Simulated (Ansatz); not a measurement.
Telling isomers of CH2FS apart by their spectra

These gas-phase data were calculated for one isomer of CH2FS at r2SCAN-D4/def2-TZVP (harmonic, unscaled wavenumbers; equilibrium rotational constants with average atomic masses):

| Quantity | Value |
| --- | --- |
| rotational constants | 50, 5.646, 5.19 GHz |
| all wavenumbers above 1500 cm⁻¹ | 3176, 2630 |
| dipole moment | 0.70 D (PBE0/def2-TZVPD) |

Candidates:

(1) `F[CH]S`, a doublet
(2) `FC[S]`, a doublet

Question: Which structure fits?

Answer: Candidate (1). The band at 2630 cm⁻¹ lies where the S–H stretch is expected; (2) has no mode between 2500 and 2800 cm⁻¹.

The same quantities for all candidates:

|  | rotational constants (GHz) | wavenumbers above 1500 cm⁻¹ | dipole (D) | E above the lowest, r2SCAN-D4/def2-TZVP (kcal/mol) |
| --- | --- | --- | --- | --- |
| (1) | 50, 5.646, 5.19 | 3176, 2630 | 0.70 | 9.4 |
| (2) | 44.81, 5.625, 5.161 | 3045, 2998 | 1.69 | 0.0 |

Harmonic stretches to hydrogen usually lie a few per cent above observed fundamentals. Each candidate is one conformer. Open shells are spin-unrestricted. Programs: Ansatz 0.2.0.
